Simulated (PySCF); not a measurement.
H₂SS at several levels of theory

All levels use the PBE0 minimum (singlet; S–H 1.367 Å (×2), S–S 1.961 Å; H–S–H 89.3°, H–S–S 108.6° (×2)), basis [S def2-TZVP, H def2-TZVP], no relativity, density fitting, no spin–orbit coupling, PySCF. For vertical energies the ionised species is a doublet (spins chosen at PBE0 and kept). Atomisation goes to high-spin ground-configuration atoms, without zero-point energy. Open shells are unrestricted, also as the reference of the correlated levels. A dash marks a value that was not computed or is not defined at that level.

```xyz
4
charge 0 multiplicity 1, angstrom
S     0.4168    0.7219   -0.4292
S    -0.4672   -0.8092    0.4190
H     1.6335    0.9083    0.1650
H    -0.0302    1.8688    0.1650
```

| level | atomisation (kJ/mol) | vertical IP (eV) | −ε(HOMO) (eV) | gap (eV) | dipole (D) |
| --- | --- | --- | --- | --- | --- |
| PBE0 | 893 | 8.68 | 6.32 | 5.76 | 3.87 |
| HF | 518 | 7.55 | 8.94 | 11.56 | 4.38 |
| MP2 | 836 | 8.71 | – | – | – |
| PBE | 925 | 8.69 | 5.17 | 3.64 | 3.62 |
| CCSD(T) | 830 | 8.62 | – | – | – |
| r2SCAN | 908 | 8.68 | 5.40 | 4.15 | 3.79 |
| B3LYP | 881 | 8.72 | 6.08 | 5.24 | 3.79 |
| TPSSh | 908 | 8.68 | 5.72 | 4.73 | 3.77 |
| wB97X | 890 | 8.68 | 8.60 | 10.20 | 4.09 |
| LC-wPBE | 858 | 8.70 | 8.94 | 10.64 | 4.15 |

For H₂SS itself CCSD(T) correlates 14 electrons; T1 = 0.015, D1 = 0.038, (T) = -48 kJ/mol.

Task: Which levels differ least and most from CCSD(T) in the atomisation?

Result: Least: MP2 (+6 kJ/mol); most: HF (-312 kJ/mol). CCSD(T) atomisation energies in a triple-zeta basis lie tens of kJ/mol low, so this is no ranking by accuracy.
